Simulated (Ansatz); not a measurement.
# BH3 (borane) at 6 levels

Aim: a comparison of 6 runs (HF/3-21G, CAM-B3LYP/3-21G, PBE/3-21G, r2SCAN0/3-21G, BLYP/6-31G*, CCSDT/6-31G*) of BH3 (borane). 

The calculation is run with Ansatz 0.2.0.

54 further runs of the same task are left out: 54 set aside as unsound or not needed.

**1. The structure to begin with**

The species is BH3 (4 atoms), meant as a singlet with charge 0. SMILES: `B`. The H2–B1 distance was set to 1.790 Å, away from the relaxed value. At this shape a bond of the SMILES string is far longer than usual.

Bond lengths: B1–H3 1.193 Å, B1–H4 1.193 Å. Angles: H3–B1–H4 120.0°. A long bond or contact: B1–H2 1.790 Å.

**2. A single-point energy at HF/3-21G (run 1)**

Contents of job.yaml:

```yaml
basis:
  gaussian: {orbitals: 3-21G.json}
crystal:
  periodic: [false, false, false]
  atoms:
    - {symbol: B, position_ang: [-0.470223, -0.213489, -0.292034]}
    - {symbol: H, position_ang: [0.982200, 0.381700, 0.568800]}
    - {symbol: H, position_ang: [-0.760323, -1.370189, -0.243934]}
    - {symbol: H, position_ang: [-1.148523, 0.546511, -0.913834]}
hamiltonian: {xc: hf}
accuracy: high
```

The basis set 3-21G is read from a file made from the Basis Set Exchange's data (not shown).

Command:

```console
$ ansatz run job.yaml --threads 1 --pin off --max-ram 2610MiB --events-out events.jsonl --progress --plain --runs-dir runs
```

What it wrote:

```text
Warning: RAYON_NUM_THREADS=1 ignored (pool sized by the plan → 1); use --threads N
Functional definition: HF
  name "HF"
  exchange = exact_x
  correlation = 0
291 factors; integrals over basis functions are off by at most 3.1e-9 eV
mean field evaluation 1: about -711.4949 eV, gradient 9.3e0 eV
mean field evaluation 2: about -711.4849 eV, gradient 9.2e0 eV
mean field evaluation 4: about -711.9446 eV, gradient 5.5e-1 eV
mean field evaluation 8: about -711.9461 eV, gradient 9.0e-5 eV
mean field -711.94612783 eV, -26.1635376232 hartree, gradient 8.4e-9 eV, S^2 0.000000; 0 other end points of the search recorded, 0 dependent functions left out
reference -711.94612783 eV, -26.1635376232 hartree; 4, 4 occupied and 11, 11 virtual orbitals, 291 factors
Total energy: -711.94612783 eV, -26.1635376232 hartree
```

It took 0.08 s on 1 thread of Arm Neoverse V1, shared host.

**3. A single-point energy at CAM-B3LYP/3-21G (run 2)**

Contents of run.yaml:

```yaml
crystal:
  periodic: [false, false, false]
  atoms:
    - {symbol: B, position_ang: [-0.470223, -0.213489, -0.292034]}
    - {symbol: H, position_ang: [0.982200, 0.381700, 0.568800]}
    - {symbol: H, position_ang: [-0.760323, -1.370189, -0.243934]}
    - {symbol: H, position_ang: [-1.148523, 0.546511, -0.913834]}
basis:
  gaussian:
    orbitals: 3-21G.json
hamiltonian:
  xc: {name: CAM-B3LYP}
accuracy: high
```

The basis set 3-21G is read from a file made from the Basis Set Exchange's data (not shown).

Command:

```console
$ ansatz run run.yaml --threads 1 --pin off --max-ram 2610MiB --events-out events.jsonl --progress --plain --runs-dir runs
```

What it wrote:

```text
Warning: RAYON_NUM_THREADS=1 ignored (pool sized by the plan → 1); use --threads N
Functional definition: CAM-B3LYP
  name "CAM-B3LYP"
  parameter alpha = 0.19
  parameter beta = 0.46
  parameter omega = 0.33/bohr
  parameter ac = 0.81
  exchange = (1 - alpha - beta)*b88_x + beta*b88_x_sr(omega) + alpha*exact_x + beta*exact_x_lr(omega)
  correlation = (1 - ac)*vwn5_c + ac*lyp_c
291 factors; integrals over basis functions are off by at most 3.1e-9 eV
147 factors; integrals over basis functions are off by at most 2.5e-9 eV
mean field evaluation 1: about -717.2122 eV, gradient 4.4e0 eV
mean field evaluation 2: about -717.3108 eV, gradient 7.9e-1 eV
mean field evaluation 4: about -717.2924 eV, gradient 1.8e-1 eV
mean field evaluation 8: about -717.2926 eV, gradient 6.6e-4 eV
mean field -717.29257871 eV, -26.3600160692 hartree, gradient 3.3e-8 eV, S^2 0.000000; 0 other end points of the search recorded, 0 dependent functions left out
reference -717.29259086 eV, -26.3600165158 hartree; 4, 4 occupied and 11, 11 virtual orbitals, 291 factors
Total energy: -717.29259086 eV, -26.3600165158 hartree
```

Run time: 0.57 s. Hardware: 1 thread of Arm Neoverse V1, shared host.

Runs 3 to 5 aren't shown in full; the table further down has their settings and results.

**4. A single-point energy at CCSDT/6-31G(d) (spherical functions) (run 6)**

Contents of in.yaml:

```yaml
basis:
  gaussian: {orbitals: 6-31G_st_-spherical.json}
crystal:
  periodic: [false, false, false]
  atoms:
    - {symbol: B, position_ang: [-0.470223, -0.213489, -0.292034]}
    - {symbol: H, position_ang: [0.982200, 0.381700, 0.568800]}
    - {symbol: H, position_ang: [-0.760323, -1.370189, -0.243934]}
    - {symbol: H, position_ang: [-1.148523, 0.546511, -0.913834]}
magnetization: {spin_polarized: false}
scf: {omitted_lower_state_checks: [cluster_reference, increment]}
accuracy: high
correlation: {method: ccsdt, frozen_orbitals: {B: 1, H: 0}}
```

The basis set 6-31G* is read from a file made from the Basis Set Exchange's data (not shown).

Command:

```console
$ ansatz run in.yaml --threads 1 --pin off --max-ram 2610MiB --events-out events.jsonl --progress --plain --runs-dir runs
```

What it wrote, cut to the lines that bear on the results:

```text
Warning: RAYON_NUM_THREADS=1 ignored (pool sized by the plan → 1); use --threads N
[... 2 set-up lines as earlier in the session ...]
[...]
414 factors; integrals over basis functions are off by at most 3.3e-9 eV
[...]
mean field -716.02738373 eV, -26.3135210113 hartree, gradient 2.7e-8 eV, S^2 0.000000; 0 other end points of the search recorded, 0 dependent functions left out
1 core orbitals not correlated: weight in the atoms' cores, before any rotation towards them, 1.000 or more for the frozen orbitals, at most 0.000 for the correlated occupied ones
reference -716.02738373 eV, -26.3135210113 hartree; 3, 3 occupied and 16, 16 virtual orbitals, 414 factors
second order -2.10120144 eV of doubles, -0.00000000 eV of singles
cycle   1  -2.53726891 eV  change   -4.4e-1 eV  update   6.4e-2
[...]
cycle  23  -2.85471247 eV  change   3.1e-10 eV  update  1.7e-10
Total energy: -718.88209620 eV, -26.4184297596 hartree
Checks for a lower state left out: cluster_reference, increment
```

Wall time 0.38 s (1 thread of Arm Neoverse V1, shared host).

**5. The series**

```csv
run,level,frozen core orbitals,energy (Eh),wall time
1,HF/3-21G,–,-26.163538,0.08 s
2,CAM-B3LYP/3-21G,–,-26.360017,0.57 s
3,PBE/3-21G,–,-26.329737,0.45 s
4,r2SCAN0/3-21G,–,-26.357605,1.1 s
5,BLYP/6-31G* (spherical functions),–,-26.514081,0.54 s
6,CCSDT/6-31G* (spherical functions),1,-26.418430,0.38 s
```

**6. Outcome**

```
                                         quantity         value
                              run 6: total energy  -26.41843 Eh
run 6: correlation energy (1 core orbital frozen)    -104.9 mEh
                             run 6: T1 diagnostic         0.015
```

Totals of different functionals can't be ranked against each other. All runs together took 3.1 s, the longest 1.1 s.
